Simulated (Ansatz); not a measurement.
# PH2⁺, triplet in cc-pVDZ: errors against full CI

Geometry: a point of a bend scan, not a stationary point.

```
atom   x (Å)    y (Å)    z (Å)
   P  0.0000  -0.0272   0.0000
   H  0.0000   0.4186  -1.3440
   H  0.0000   0.4186   1.3440
```

Basis cc-pVDZ; Ansatz 0.2.0. Correlated methods freeze the noble-gas cores, which leaves 6 electrons in 23 orbitals. Prefix R: restricted or restricted open-shell reference; prefix U: unrestricted. Active spaces: pair = (4e, 4o) about the gap; valence = (6e, 6o) chosen from the atoms' valence shells.

Full CI is exact within this basis and frozen core; it isn't the basis-set limit. The frozen core follows each run's orbitals, which can shift R against U totals by a few meV.

For open shells CISD is restricted-active-space CI with the open shells as a complete middle space.

```
UHF ⟨S²⟩                          : 2.014
T1 diagnostic (RCCSD)             : 0.0236
largest doubles amplitude (RCCSD) : 0.066
T1 diagnostic (UCCSD)             : 0.0139
```

```json
{"level": "RHF", "E − E(full CI) (kJ/mol)": "291.6", "share of correlation (%)": "0.00", "wall time": "–"}
{"level": "UHF", "E − E(full CI) (kJ/mol)": "281.5", "share of correlation (%)": "3.48", "wall time": "–"}
{"level": "RMP2", "E − E(full CI) (kJ/mol)": "69.0", "share of correlation (%)": "76.35", "wall time": "–"}
{"level": "UMP2", "E − E(full CI) (kJ/mol)": "68.1", "share of correlation (%)": "76.63", "wall time": "–"}
{"level": "CISD", "E − E(full CI) (kJ/mol)": "14.1", "share of correlation (%)": "95.17", "wall time": "0.54 s"}
{"level": "RCCSD", "E − E(full CI) (kJ/mol)": "7.7", "share of correlation (%)": "97.36", "wall time": "–"}
{"level": "UCCSD", "E − E(full CI) (kJ/mol)": "7.5", "share of correlation (%)": "97.44", "wall time": "–"}
{"level": "RCCSD(T)", "E − E(full CI) (kJ/mol)": "1.9", "share of correlation (%)": "99.36", "wall time": "0.63 s"}
{"level": "UCCSD(T)", "E − E(full CI) (kJ/mol)": "1.8", "share of correlation (%)": "99.39", "wall time": "0.6 s"}
{"level": "BCCD(T)", "E − E(full CI) (kJ/mol)": "1.8", "share of correlation (%)": "99.37", "wall time": "0.48 s"}
{"level": "RCCSDT", "E − E(full CI) (kJ/mol)": "0.2", "share of correlation (%)": "99.94", "wall time": "–"}
{"level": "UCCSDT", "E − E(full CI) (kJ/mol)": "0.1", "share of correlation (%)": "99.95", "wall time": "–"}
{"level": "RCCSDT(Q)", "E − E(full CI) (kJ/mol)": "0.0", "share of correlation (%)": "99.99", "wall time": "2.7 s"}
{"level": "UCCSDT(Q)", "E − E(full CI) (kJ/mol)": "0.0", "share of correlation (%)": "100.01", "wall time": "2.4 s"}
{"level": "CASSCF (valence space)", "E − E(full CI) (kJ/mol)": "193.5", "share of correlation (%)": "33.65", "wall time": "–"}
{"level": "NEVPT2 (valence space)", "E − E(full CI) (kJ/mol)": "52.3", "share of correlation (%)": "82.07", "wall time": "0.33 s"}
{"level": "MRCISD (valence space)", "E − E(full CI) (kJ/mol)": "7.8", "share of correlation (%)": "97.34", "wall time": "–"}
{"level": "MRCISD+Q (valence space)", "E − E(full CI) (kJ/mol)": "0.6", "share of correlation (%)": "99.79", "wall time": "0.69 s"}
```

The correlation energy at full CI, counted from RHF, is -3.022 eV. That run took 2.4 s on 1 thread of Arm Neoverse V1, shared host over 781,936 determinants.

Run but not shown, since their state or frozen core can't be matched to the reference's or they repeat it: CASSCF (pair space), NEVPT2 (pair space), MRCISD (pair space), MRCISD+Q (pair space).

Times hold each run's SCF and search for its determinant on a shared host, so for small cases they say little of a method's own cost; they ran on 1 thread of Arm Neoverse V1.

The full-CI state has the irrep B1 of C2v, in the program's axes.

Natural occupations of full CI about the gap: 1.956 1.943 0.991 0.989 0.043 0.019 0.011 0.008 0.008 0.008; effectively unpaired electrons, Σ n²(2−n)², 2.03.
